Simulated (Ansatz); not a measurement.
Structure optimisation: tantalum, bcc

All numbers below come from DFT, BLYP, plane waves (420 eV) with PAW, scalar-relativistic in Ansatz. The PAW files were generated under PBE, with cores re-solved for the functional.

k-point mesh 13×13×13, Fermi-Dirac smearing 0.1 eV, no spin polarisation. Cell and atoms relax.

Starting structure:

```yaml
crystal:
  lattice:
    - [-1.6529, 1.6529, 1.6529]
    - [1.6529, -1.6529, 1.6529]
    - [1.6529, 1.6529, -1.6529]
  atoms:
    - { symbol: Ta, position: [0.0, 0.0, 0.0] }
hamiltonian:
  xc: blyp
  pseudopotentials:
    kind: paw
    azcp:
      Ta: "pseudopotentials/Ta.paw.azcp"
basis:
  ecutwfc: 420
  fft_grid_basis: typed
kpoints:
  mp_grid: { grid: [13, 13, 13], shift: [0, 0, 0] }
magnetization:
  spin_polarized: false
scf:
  occupations: { method: fermi_dirac, width: 0.1 }
relax:
  max_steps: 60
  f_tol: 0.01
  cell: {}
```

Q: The pressure at the start is 8.8 GPa. By how much does the volume change?

A: From 18.06 to 18.89 Å³ per atom, 4.6 %. The final cell has a = 3.356 Å.

Q: How much energy does the relaxation gain?

A: 22.1 meV per atom.
